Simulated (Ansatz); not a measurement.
**CH5NSi (SMILES C[SiH]=N): energies and forces away from the minimum**

The task here is to estimate one member of a computed series from the others.

The runs use Ansatz 0.2.0, Gaussian basis; single points with forces in def2-TZVPP.

Levels: PBE-D4, r2SCAN-D4, PBE0-D4, wB97M-V, Hartree-Fock, MP2, CCSD, CCSD(T). Each coordinate is moved by a Gaussian draw of the width named (0.7 of it for atoms other than hydrogen): 0.04, 0.12, 0.04, 0.06 Å.

Correlated methods freeze the cores.

6 further runs of the same task are left out: 6 set aside as unsound or not needed.

## The system as given

SMILES `C[SiH]=N`, 8 atoms, charge 0, spin multiplicity 1.

Atoms are counted from 1 here; the program's logs count them from 0.

Bond lengths: C1–Si2 1.888 Å, C1–H4 1.086 Å, C1–H5 1.088 Å, C1–H6 1.086 Å, Si2–N3 1.611 Å, Si2–H7 1.467 Å, N3–H8 1.009 Å. Angles: Si2–C1–H4 110.5°, Si2–C1–H5 112.6°, Si2–C1–H6 110.5°, H4–C1–H5 107.9°, H4–C1–H6 107.1°, H5–C1–H6 108.0°, C1–Si2–N3 115.3°, C1–Si2–H7 108.8°, N3–Si2–H7 135.9°, Si2–N3–H8 124.9°.

Coordinates:

```
C    -0.6935    0.8278   -0.4560
Si    0.6827   -0.2844    0.2011
N     0.1968   -1.6910    0.8182
H    -1.2329    0.3317   -1.2574
H    -0.3195    1.7750   -0.8399
H    -1.4133    1.0446    0.3275
H     1.9710    0.3891    0.0012
H     0.8088   -2.3930    1.2053
```

Set-up of the first run:

Input file relax/in.yaml:

```yaml
crystal:
  periodic: [false, false, false]
  atoms:
    - {symbol: C, position_ang: [-0.693490, 0.827840, -0.456030]}
    - {symbol: Si, position_ang: [0.682680, -0.284370, 0.201130]}
    - {symbol: N, position_ang: [0.196750, -1.690970, 0.818210]}
    - {symbol: H, position_ang: [-1.232940, 0.331730, -1.257400]}
    - {symbol: H, position_ang: [-0.319480, 1.775040, -0.839870]}
    - {symbol: H, position_ang: [-1.413300, 1.044580, 0.327450]}
    - {symbol: H, position_ang: [1.970960, 0.389150, 0.001160]}
    - {symbol: H, position_ang: [0.808830, -2.393000, 1.205340]}
basis:
  gaussian: {orbitals: def2-TZVP}
hamiltonian: {xc: pbe0, dispersion: d4}
relax: {f_tol: 0.005, max_steps: 200}
```

The command line of these runs was not kept.

Among the steps run: Relaxation at PBE0-D4; The minimum at every level; Structure 1, width 0.04 Å; Structure 2, width 0.12 Å; Structure 3, width 0.04 Å; Structure 4, width 0.06 Å.

One of the session's tables, all rows but one given; the rest of the session is left out.

| method | RMS force component (eV/Å) | angle to CCSD(T) forces (°) | dipole (D) |
| --- | --- | --- | --- |
| PBE-D4 | 1.585 | 5.0 | 2.14 |
| r2SCAN-D4 | ? | ? | ? |
| PBE0-D4 | 1.577 | 6.4 | 2.39 |
| wB97M-V | 1.562 | 7.0 | 2.47 |
| CCSD(T) | 1.607 | reference | 2.27 |

Estimate the missing values for r2SCAN-D4.

**Answer.** RMS force component (eV/Å): 1.575; angle to CCSD(T) forces (°): 4.2; dipole (D): 2.27. In the column «RMS force component (eV/Å)» it lies between wB97M-V (1.562) and PBE0-D4 (1.577).
